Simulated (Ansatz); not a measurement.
**CHFSi (triplet): the correlation ladder, def2-TZVPP**

One table from this session's results is given with a row withheld; the runs are named, their logs left out.

Computed with Ansatz 0.2.0, Gaussian basis. Level: def2-TZVPP, core rule «outside noble gas», up to 7 orbitals frozen.

To be run: UHF; ROHF; CCSD(T) on UHF.

2 further runs of the same task are left out: 2 set aside as unsound or not needed.

## The system

The geometry is a PBE0/def2-TZVP stationary point (not a proven minimum).

4 atoms, charge 0, spin multiplicity 3.

Atoms are counted from 1 here; the program's logs count them from 0.

Bond lengths: F1–C2 1.331 Å, C2–Si3 1.857 Å, C2–H4 1.094 Å. Angles: F1–C2–Si3 123.4°, F1–C2–H4 109.0°, Si3–C2–H4 127.6°.

Set-up of the first run:

File in.yaml:

```yaml
crystal:
  periodic: [false, false, false]
  atoms:
    - {symbol: F, position_ang: [0.000000, -0.300700, 1.533384]}
    - {symbol: C, position_ang: [0.000000, 0.518965, 0.484561]}
    - {symbol: Si, position_ang: [0.000000, -0.074287, -1.274648]}
    - {symbol: H, position_ang: [0.000000, 1.553738, 0.840684]}
basis:
  gaussian: {orbitals: def2-TZVPP}
magnetization: {spin_polarized: true, initial_magnetization: 2}
hamiltonian: {xc: hf}
output: {orbitals: {seedname: orbitals}}
```

Run with:

```bash
$ ansatz run in.yaml --threads 1 --pin off --events-out ev --progress --plain --max-ram 3968MiB --backend cpu
```

Steps of the session up to this table: UHF; ROHF; CCSD(T) on UHF.

One of the session's tables, all rows but one given; the rest of the session is left out.

| method | from UCCSD(T) (kcal/mol) |
| --- | --- |
| ROHF | +323.26 |
| UHF | +317.94 |
| UMP2 | ? |
| UCCSD | +11.43 |
| UCCSD(T) | 0 |

Estimate the missing values for UMP2.

The run gave: from UCCSD(T) (kcal/mol): +29.81. In the column «from UCCSD(T) (kcal/mol)» it lies between UCCSD (+11.43) and UHF (+317.94).

With the free atoms at the same levels and basis (separate runs), the atomisation energy is 12.123 eV at UCCSD(T), 8.786 eV at ROHF.
